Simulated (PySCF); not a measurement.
## Charge-transfer reorganisation: `InChI=1S/C4H5NS/c5-4-1-2-6-3-4/h1-3H,5H2`

Geometry (Å), atoms numbered from 1 in this order:
```xyz
11

N    -1.7255   -0.3244   -0.6081
C    -0.4831   -0.0327   -0.0417
C     0.6931   -0.7951   -0.3433
C     1.7785   -0.3743    0.3525
S     1.4091    0.9309    1.3897
C    -0.2306    0.9379    0.8819
H    -2.4058    0.4157   -0.5109
H    -1.6736   -0.6414   -1.5658
H     0.7063   -1.6236   -1.0432
H     2.7817   -0.7775    0.3121
H    -0.9303    1.6515    1.2963
```

Method used: PySCF 2.14.0, UKS LC-wPBE/6-31G* four-point reorganisation energy, gas phase. Geometry: LC-wPBE/6-31G*.

Task: What is the inner reorganisation energy for hole transfer, with the ionisation energy?

Result: λ = 0.512 (surface of the oxidised species) + 0.296 (surface of the starting species) = 0.808 eV. The ionisation energy is 7.87 eV vertical and 7.36 eV adiabatic without zero-point energy; at the relaxed geometry of the oxidised species the two energies differ by 7.07 eV. Largest bond changes: N1–C2 1.396 → 1.321 Å, C6–C2 1.363 → 1.423 Å, S5–C6 1.717 → 1.669 Å, C4–S5 1.708 → 1.742 Å, C3–C4 1.356 → 1.343 Å. ⟨S²⟩ of the relaxed oxidised species 0.765.
